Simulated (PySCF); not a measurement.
Static response to an electric field

Species: C₅H₁₀P (charge +1).
Geometry (GFN2-xTB, Å), atoms numbered from 1 in this order:
```xyz
16
C5H10P angstrom
C      3.3001   -0.8731    0.1014
C      2.1167   -0.9816    0.2954
P      0.4057   -1.1182    0.5566
C     -0.5651    0.2152   -0.2395
C     -0.1137    1.5594    0.3321
C     -2.0501   -0.0623   -0.0039
H      4.3393   -0.7876   -0.0624
H      0.1978   -1.1079    1.9169
H      0.0173   -2.3631    0.1153
H     -0.3431    0.1772   -1.3145
H     -0.6640    2.3624   -0.1522
H      0.9485    1.7295    0.1602
H     -0.3113    1.6184    1.4018
H     -2.6417    0.7148   -0.4823
H     -2.3534   -1.0191   -0.4271
H     -2.2905   -0.0552    1.0583
```

Level: CAM-B3LYP/def2-SVPD (PySCF), static field, nuclei fixed, core orbitals frozen in the response. The polarisability tensor in these axes (au):

```
x   98.71 -4.40 -1.25
y   -4.40 68.80 -1.52
z   -1.25 -1.52 58.76
```

Q: Give the principal values, the mean and the anisotropy Δα = √{½[(α1 − α2)² + (α2 − α3)² + (α1 − α3)²]}.

A: Principal values 58.45, 68.45 and 99.37 au; mean 75.42 au = 11.18 Å³ = 12.44 × 10⁻⁴⁰ C²·m²/J; Δα = 36.95 au (49 % of the mean).

Q: Directions of the eigenvectors, and the extent of the frame along each?

A: Largest value along (0.99, -0.14, -0.03), where the nuclei span 7.11 Å; middle along (0.13, 0.98, -0.17), 4.57 Å; least along (0.05, 0.17, 0.99), 3.00 Å. The response follows the extents in order.

Q: What depolarisation ratio follows for Rayleigh scattering of linearly polarised light, taking the static tensor?

A: ρ = 3Δα²/(45ᾱ² + 4Δα²) = 4095.9/(255978 + 5461.3) = 0.0157.

Q: Sum over states: ᾱ = Σ f/ω², ω in Eh. What share falls to these 8 lowest TDDFT singlets (eV, f)? 5.91, 0.0000; 6.17, 0.0048; 6.17, 0.0013; 8.26, 0.4339; 8.39, 0.0161; 8.53, 0.0020; 8.57, 0.0142; 8.59, 0.0445.

A: They add up to 5.60 au, 7.4 % of the 75.42 au; the largest single term is 4.70 au, from the state at 8.26 eV. Terms in order: 0.00, 0.09, 0.02, 4.70, 0.17, 0.02, 0.14, 0.45 au. Higher excitations give the rest. The strengths listed sum to 0.517.

Q: Give the eigenvalues of the traceless quadrupole moment Θ = ½Σq(3rr − r²1), origin at the centre of nuclear charge.

A: -11.73, -4.74, 16.46 D·Å. The values depend on the origin, since the species is charged. The electronic extent ⟨r²⟩ about the same centre is 876 bohr², a root-mean-square distance of 2.13 Å for the 54 electrons.

The structure is a single GFN2-xTB conformer in the gas phase; no vibrational or solvent corrections.
